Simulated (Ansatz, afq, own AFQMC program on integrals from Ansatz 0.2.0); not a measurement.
# Where AFQMC and coupled cluster stand for SiNH, singlet

```xyz
3

Si    0.0000    0.0330    0.6059
N     0.0000   -0.1138   -1.0890
H     0.0000    0.6631   -1.7496
```

Connectivity, by distances: Si–NH.

Basis cc-pVDZ. Noble-gas cores (and the filled d shells of Ga–Kr and In–Xe) are frozen. Integrals, coupled cluster, full CI and functionals: Ansatz 0.2.0; the random walks run on the same integrals in our own AFQMC program. The CISD trial takes its coefficients from CCSD amplitudes. Released means that phaseless walkers are propagated on without the constraint, phases kept. Uncertainties: one standard error, sampling alone.

Determinant: RHF, the one that the program's search chose, which needn't be the lowest solution. The geometry is a PBE0/def2-TZVP stationary point of this or a neighbouring charge and spin state.

No full CI on the walks' own integrals is used here; CCSDTQ serves as the reference and is uncertain by about the last step of the cluster series.

Cautions: restricted determinant unstable towards unrestricted (UHF 145 meV lower, ⟨S²⟩ 0.47); strong correlation (T1 0.036, weight of the determinant 0.84, largest double 0.12).

```
T1 diagnostic                               : 0.0356
weight of the determinant in the CISD state : 0.845
size of the correlated space                : 10 electrons in 31 orbitals
```

```json
{"level": "MP2", "correlation energy (eV)": "-7.2099"}
{"level": "CCSD", "correlation energy (eV)": "-7.5598"}
{"level": "CCSD(T)", "correlation energy (eV)": "-7.9616"}
```

(1) Estimate where phaseless AFQMC with a CISD trial lies against CCSD(T) on the same integrals.

(1) 1.67 ± 0.28 mEh below CCSD(T).

Reference: CCSDTQ, correlation energy -8.024 eV. The released energy is read at 2.40 1/Eh (meV from the phaseless value at times in 1/Eh: -5 ± 5 at 0.24, -7 ± 5 at 0.51, -14 ± 4 at 0.99, -13 ± 3 at 1.62, -13 ± 6 at 2.40).

```json
{"level": "CCSD(T)", "E − E(reference) (mEh)": "2.31", "share of correlation (%)": "99.22"}
{"level": "CCSDT", "E − E(reference) (mEh)": "1.54", "share of correlation (%)": "99.48"}
{"level": "CCSDT(Q)", "E − E(reference) (mEh)": "-0.54", "share of correlation (%)": "100.18"}
{"level": "ph-AFQMC/HF", "E − E(reference) (mEh)": "-2.69 ± 1.82", "share of correlation (%)": "100.91"}
{"level": "ph-AFQMC/CISD", "E − E(reference) (mEh)": "0.64 ± 0.28", "share of correlation (%)": "99.78"}
{"level": "released AFQMC", "E − E(reference) (mEh)": "0.18 ± 0.20", "share of correlation (%)": "99.94"}
```

CCSDT and higher add their correlation energy to the determinant of the CCSD(T) run, since their own runs factorise the integrals more tightly (a shift of under 2 meV). A walk keeps the symmetry of its determinant, which the program's search chose and which needn't be the lowest solution, so a lower state of the same spin and another symmetry isn't excluded. Released energies are given only where the last usable release times agree within the noise; a slower fall can still hide under it.
